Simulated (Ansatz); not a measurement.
# A relaxation, step by step

C2H4B (charge -1), closed shell, PBE0-D4/def2-SVP (Ansatz 0.2.0). Settings:

```yaml
hamiltonian: {xc: pbe0, dispersion: d4}
relax: {f_tol: 0.05, max_steps: 80, max_displacement: 0.2}
```

Start:

```csv
atom,x (Å),y (Å),z (Å)
C1,-1.5534,-1.1858,-0.2513
B2,-0.4952,-0.3289,-0.1184
C3,0.7059,0.6586,0.1112
H4,-2.4805,-1.5952,-0.2808
H5,1.1061,1.3259,-0.8220
H6,0.7735,1.1600,1.1355
H7,1.7182,-0.2036,0.2232
```

```tsv
step	energy less the last (meV)	largest force component (eV/Å)
1	1036.8	4.481
2	142.8	1.547
3	104.8	1.671
4	80.8	1.322
5	1.6	0.174
6	0.2	0.127
7	0.0	0.002
```

Step 3, positions (Å) and forces (eV/Å):

```tsv
atom	x	y	z	Fx	Fy	Fz
C1	-1.554	-1.132	-0.242	1.048	1.019	0.185
B2	-0.483	-0.324	-0.092	-1.150	-1.006	-0.128
C3	0.803	0.528	0.119	1.671	0.581	-0.067
H4	-2.523	-1.591	-0.319	-0.223	-0.266	-0.074
H5	1.003	1.269	-0.725	-0.139	-0.682	0.602
H6	0.751	1.179	1.038	0.064	-0.450	-0.411
H7	1.779	-0.098	0.219	-1.271	0.805	-0.107
```

Step 4, positions (Å) and forces (eV/Å):

```tsv
atom	x	y	z	Fx	Fy	Fz
C1	-1.547	-1.132	-0.116	-1.322	-0.394	-0.655
B2	-0.493	-0.327	-0.021	0.268	0.003	-0.059
C3	0.816	0.531	0.117	-0.499	0.654	0.249
H4	-2.508	-1.584	-0.462	0.982	0.295	0.553
H5	0.979	1.223	-0.728	-0.081	0.019	-0.126
H6	0.805	1.176	1.019	-0.006	-0.024	-0.015
H7	1.723	-0.056	0.190	0.658	-0.554	0.052
```

Step 5, positions (Å) and forces (eV/Å):

```
atom       x       y       z      Fx      Fy      Fz
  C1  -1.581  -1.052  -0.221  -0.174  -0.110  -0.031
  B2  -0.482  -0.326  -0.058   0.123   0.089   0.014
  C3   0.819   0.539   0.124   0.012   0.002   0.003
  H4  -2.477  -1.639  -0.360  -0.057  -0.045   0.000
  H5   0.979   1.229  -0.727   0.047   0.006   0.029
  H6   0.785   1.165   1.037   0.034   0.008  -0.013
  H7   1.730  -0.086   0.203   0.015   0.048  -0.002
```

Last step (7):

C1  (-1.588, -1.055, -0.224)
B2  (-0.487, -0.325, -0.065)
C3  (0.819, 0.540, 0.122)
H4  (-2.484, -1.648, -0.354)
H5  (0.994, 1.236, -0.721)
H6  (0.788, 1.164, 1.036)
H7  (1.733, -0.081, 0.204)
(Å)

The run took about 3.7 s on 2 CPU threads of an Intel Xeon 6975P-C (shared host).
